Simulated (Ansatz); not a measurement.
This geometry of H$_{4}$OSi (6 atoms, charge 0, multiplicity 1) is a first-order saddle point.

Computed with RKS B3LYP-D4/def2-SVP (Ansatz).

```xyz
6
Properties=species:S:1:pos:R:3
O 0.435 -1.208 0.234
Si -0.073 0.311 -0.236
H 0.322 -1.445 1.160
H -1.119 0.199 -1.291
H 1.072 1.084 -0.797
H -0.638 1.059 0.931
```

Q: Which two structures does it join? (They come from a converged band through this point; their orientation in space is the band's.)

A: No bond is made or broken. The dihedral H3–O1–Si2–H6 goes from 61 to -61°. The two ends are copies of one structure, up to a mirror image or an exchange of like atoms.

Image 0:

```xyz
6
Properties=species:S:1:pos:R:3
O 0.647 -1.046 0.426
Si -0.036 0.348 -0.188
H 0.070 -1.645 0.913
H -1.133 0.054 -1.161
H 1.058 1.075 -0.881
H -0.606 1.214 0.890
```

Image 8:

```xyz
6
Properties=species:S:1:pos:R:3
O 0.139 -1.252 0.328
Si -0.151 0.302 -0.209
H 0.773 -1.362 1.046
H -1.142 0.181 -1.309
H 1.090 0.956 -0.726
H -0.708 1.174 0.870
```

Q: How far does it lie above each of them?

A: 0.6 kcal/mol above the first and 0.6 kcal/mol above the second. This is the barrier of this one path; another mechanism may lie lower.

Run time: 40 s on 1 CPU thread of a shared host.
